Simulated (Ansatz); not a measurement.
Relaxation of CH5BO (8 atoms, charge 0, multiplicity 1), to a largest force component of 0.03 eV/Å in at most 50 steps.

These are results of Ansatz 0.2.0, RKS PBE/def2-SVP, not measurements.

```xyz
8
Properties=species:S:1:pos:R:3
B 0.203 -0.196 0.263
H 0.006 -0.457 1.412
C 1.720 0.024 -0.098
H 2.268 -0.921 0.124
H 1.931 0.319 -1.146
H 2.161 0.779 0.589
O -0.794 -0.106 -0.657
H -1.665 -0.288 -0.257
```

Task: Where does it end, and by what steps?

Result: It converged. After 4 steps the energy has fallen by 0.049 eV; H2 moved furthest, 0.12 Å.

| step | energy less start (eV) | largest force component (eV/Å) | accepted |
| --- | --- | --- | --- |
| 0 | 0.0000 | 0.775 | yes |
| 1 | -0.0423 | 0.373 | yes |
| 2 | -0.0488 | 0.082 | yes |
| 3 | -0.0486 | 0.141 | no |
| 4 | -0.0493 | 0.023 | yes |

```xyz
8
Properties=species:S:1:pos:R:3
B 0.225 -0.208 0.302
H -0.097 -0.490 1.453
C 1.725 0.020 -0.097
H 2.307 -0.907 0.105
H 1.872 0.306 -1.157
H 2.184 0.796 0.554
O -0.749 -0.097 -0.648
H -1.636 -0.268 -0.283
```

Whether the end is a true minimum wasn't checked by a vibrational analysis.

The run took 5.4 s on 1 thread of Intel(R) Xeon(R) 6975P-C (Granite Rapids) (shared host), peak memory 0.15 GiB.
